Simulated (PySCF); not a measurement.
Proton affinity of tetrahydrofuran, site by site

Molecule: tetrahydrofuran, `C1CCOC1` (C4H8O). Numbering: `[CH2:1]1[CH2:2][CH2:3][O:4][CH2:5]1` These are map numbers, not IUPAC locants.

These are calculated values, ωB97X-D3(BJ)/def2-TZVP in PySCF (grid level 2) at geometries from PBE0-D3(BJ)/def2-SVP. Thermal corrections: PBE0-D3(BJ)/def2-SVP frequencies, unscaled, ideal gas at 298.15 K and 1 bar, quasi-RRHO entropy.

```tsv
site	product	PA / kJ/mol	GB / kJ/mol
O4 (ether oxygen)	C1CC[OH+]C1	837	804
```

PA is −ΔH and GB is −ΔG of B + H⁺ → BH⁺ in the gas phase. Sites whose products fell apart, merged with another or lost in a GFN2-xTB screen aren't listed.

In benzonitrile the product from O4 is solvated 238 kJ/mol more strongly than the parent (electrostatics only).

Measured values (NIST Chemistry WebBook, evaluated or the median of agreeing entries): proton affinity (−ΔH) 822 kJ/mol (computed 837, difference 15); gas-phase basicity (−ΔG) 795 kJ/mol (computed 804, difference 9).

Hardware: 1 thread of Arm Neoverse V1, shared with other jobs. Command: `OMP_NUM_THREADS=1 python redox_run.py task.json out`. Structures, frequencies and single points: 13 min.
